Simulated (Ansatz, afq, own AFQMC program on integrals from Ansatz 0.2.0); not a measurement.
Integrals from Ansatz 0.2.0, then the random walk in our own AFQMC program (afq).

```yaml
crystal:
  periodic: [false, false, false]
  atoms:
    - {symbol: Al, position_ang: [0.000000, -0.088395, 0.672005]}
    - {symbol: N, position_ang: [0.000000, 0.042178, -1.239541]}
    - {symbol: H, position_ang: [0.000000, 1.346481, 1.405287]}
    - {symbol: H, position_ang: [0.000000, 0.433654, -2.169083]}
basis:
  gaussian: {orbitals: cc-pVDZ}
magnetization: {spin_polarized: true, initial_magnetization: 2}
correlation: {method: ccsd_t, electrons: outside_noble_gas, hamiltonian_folder: ham}
```

```sh
$ ansatz run in.yaml --threads 1 --pin off --events-out ev --progress --plain --max-ram 1382MiB
```

Options of the walk:

```
--method free --trial cisd --walkers 60 --time-step 0.03 --max-blocks 80 --target-error 0.00038 --factor-cut 1e-05 --seed 6081 --times 0,0.21,0.42,0.81,1.2,1.8,2.4,3 --taylor-order 8
```

Times are imaginary, in 1/Eh. The walk had a cap of 1086 s.

Log:

```
orbitals 36  electrons 6 4  factors 264 of 404
reference energy -297.45756754 Eh
CCSD correlation -0.20962052 Eh in 13 cycles, weight of the determinant in the CISD state 0.8972
repeat  energy at the last time / Eh  error
    10  -297.673824  0.000686
    20  -297.674727  0.000847
    30  -297.674589  0.000629
    40  -297.674575  0.000551
    50  -297.674574  0.000518
    60  -297.675053  0.000551
    70  -297.674710  0.000496
    80  -297.674522  0.000459
time / (1/Eh)  energy / Eh  error  mean overlap
  0.00  -297.666934  0.000154  1.1135
  0.21  -297.670205  0.000189  1.1085
  0.42  -297.671600  0.000217  1.1107
  0.81  -297.672637  0.000210  1.1136
  1.20  -297.673471  0.000250  1.1070
  1.80  -297.673801  0.000286  1.1088
  2.40  -297.673989  0.000316  1.0908
  3.00  -297.674522  0.000459  1.0879
energy -297.674522 +/- 0.000459 Eh
```

The run passed its tests (error under three times the target), which doesn't prove that it has relaxed.

Against this walk (error 12.5 meV) on the same determinant: CCSD(T) 51.4 meV higher, CCSDT(Q) 2.7 meV higher (within the noise). The error is statistical, and a free projection of finite length keeps a remainder of its start. The last points still move (meV from the last: 51 ± 6 at 0.81, 29 ± 7 at 1.20, 20 ± 8 at 1.80, 14 ± 9 at 2.40, 0 ± 12 at 3.00), but the last one has reached CCSDT(Q) within the noise or passed it, so little can be left to fall.

Cautions: remainder of the start not in the error; error above the target (12.5 against 10.3 meV); lower spins were not checked.

The walk took 100 s on 1 thread of AMD EPYC 9R45 96-Core Processor (Zen 5), on a shared host. The log's last line is the free-projection energy.

CCSDT and higher add their correlation energy to the determinant of the CCSD(T) run, since their own runs factorise the integrals more tightly (a shift of under 2 meV). A walk keeps the symmetry of its determinant, which the program's search chose and which needn't be the lowest solution, so a lower state of the same spin and another symmetry isn't excluded.
